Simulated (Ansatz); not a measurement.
**What a trial cell of Zr₂BiP₂ relaxes into**

Method: Ansatz, DFT PBE, scalar-relativistic, plane waves, PAW. Cutoff 420 eV, Γ-centred k mesh, Gaussian smearing, no spin polarisation in the final step.

The start puts Zr₂BiP₂ on the ThCr2Si2 structure type (I4/mmm, No. 139), with Bi in place of Th, Zr in place of Cr, P in place of Si, at a guessed volume.

```
CELL_PARAMETERS angstrom
-2.08950 2.08950 5.48234
2.08950 -2.08950 5.48234
2.08950 2.08950 -5.48234
ATOMIC_POSITIONS crystal
Zr 0.25000 0.75000 0.50000
Zr 0.75000 0.25000 0.50000
Bi 0.00000 0.00000 0.00000
P 0.62600 0.62600 0.00000
P 0.37400 0.37400 0.00000
```

Steps on the 6×6×6 mesh (5 atoms). 12 of 14 steps are shown, and the free energy counts from the last. Trial steps that were taken back and renewals of the plane-wave basis can be among the rows.

| step | ΔF (meV/atom) | V (Å³/atom) | P (GPa) | largest force component (eV/Å) |
| --- | --- | --- | --- | --- |
| 1 | 579.7 | 19.15 | 20.40 | 2.050 |
| 2 | 332.6 | 20.98 | 4.31 | 0.437 |
| 3 | 217.6 | 21.19 | 0.70 | 0.111 |
| 5 | 62.1 | 21.10 | -0.37 | 0.116 |
| 6 | 25.3 | 20.60 | 0.87 | 0.389 |
| 7 | 25.8 | 20.60 | -0.48 | 0.374 |
| 8 | 13.0 | 20.73 | -0.35 | 0.117 |
| 9 | 13.3 | 20.51 | 0.42 | 0.176 |
| 10 | 12.2 | 20.61 | 0.11 | 0.001 |
| 12 | 0.3 | 20.84 | -0.47 | 0.093 |
| 13 | 0.0 | 20.76 | -0.01 | 0.003 |
| 14 | 0.0 | 20.76 | -0.01 | 0.003 |

A final relaxation ran on a 10×10×10 mesh. The relaxed crystal, I4/mmm (No. 139):

Space group I4/mmm (No. 139). a = 4.952 Å, b = 4.952 Å, c = 8.470 Å, α = 90.00°, β = 90.00°, γ = 90.00°
```csv
atom,site,symmetry,x,y,z
Zr,4d,-4m2,0.5000,0.0000,0.2500
Bi,2a,4/mmm,0.0000,0.0000,0.0000
P,4e,4mm,0.5000,0.5000,0.1333
```

```
Volume per atom          : 20.77 Å³
Density                  : 7.25 g/cm³
Energy over the elements : -0.81 eV/atom
Gap on the 10×10×10 mesh : 0 eV (a metal)
```

The zero of energy is the elements' standard structures at the same level; no fitted shifts are applied.

The final run used a 10×10×10 mesh on its 5-atom cell and 0.10 eV smearing. For metals, differences of a few meV/atom aren't resolved. Spin–orbit coupling is left out.

Symmetry constrained the relaxation, so the result can be a saddle point.

Cost: 3 runs of about 4.7 core-minutes in all, on Arm Neoverse N1 (shared hosts).